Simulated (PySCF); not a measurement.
NO2, SMILES [O]N=O (connectivity only; charge and spin as stated), charge -1, multiplicity 1. Heavy atoms are numbered as in [O:1][N:2]=[O:3].

Coordinates come from a B3LYP-D3(BJ)/def2-TZVPD optimisation. The multiplicity is an assumed one; other spin states were not compared. The isomer is the one that the SMILES or the coordinates give; other isomers of the formula were not compared.

Level of theory: B3LYP/def2-TZVPD (PySCF).

Mulliken values depend strongly on the basis, most of all with diffuse functions as here. ESP charges are fitted to the potential on shells at 1.4 to 2.0 van der Waals radii. Atomic charges (e), one atom of each kind:

```tsv
atom	IAO	ESP fit	Mulliken
O1	-0.57	?	-0.49
N2	0.15	?	-0.02
```

Fill in the missing entries. (Estimate from the structure and the level; the computed values follow.)


- O1, ESP fit: -0.44
- N2, ESP fit: -0.12
